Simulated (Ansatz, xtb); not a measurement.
Worked example: SiH2(CH3)Cl + C3H6 → SiH3(CH3) + C3H5Cl

Species: SiH2(CH3)Cl ((chlorosilyl)methane), singlet; C3H6 `C=CC`, singlet; SiH3(CH3) (methylsilane), singlet; C3H5Cl (2-chloropropene) `C=C(C)Cl`, singlet. The partners trade Cl for H: Si–Cl and C–H bonds give way to Si–H and C–Cl.

Shapes, held fixed at every level: PBE0-D4/def2-TZVP. Programs: Ansatz 0.2.0, xtb 6.7.1. The zero-point and thermal change to 298 K, harmonic and unscaled (PBE0-D4/def2-TZVP), is -8.3 kJ/mol.

At CCSD(T)/CBS estimate; 1 Eh = 2625.50 kJ/mol:

| species | energy (Eh) |
| --- | --- |
| SiH2(CH3)Cl | -789.976378 |
| C3H6 | -117.746103 |
| SiH3(CH3) | -330.739164 |
| C3H5Cl | -576.926617 |

Work out ΔH(298 K) of the reaction at this level.


1. Products less reactants: (-330.739164) + (-576.926617) − [(-789.976378) + (-117.746103)] = 0.056700 Eh = +148.9 kJ/mol.
2. With the thermal change: +148.9 + (-8.3) = +140.6 kJ/mol.

Other levels give +128.4 (CCSD(T)/def2-SVP) to +139.1 kJ/mol (MP2/def2-TZVPP). No measured value is set beside it here. The CBS estimate extrapolates MP2 from def2-TZVPP and def2-QZVPP and adds CCSD(T) − MP2 in the triple-zeta set, cores frozen.
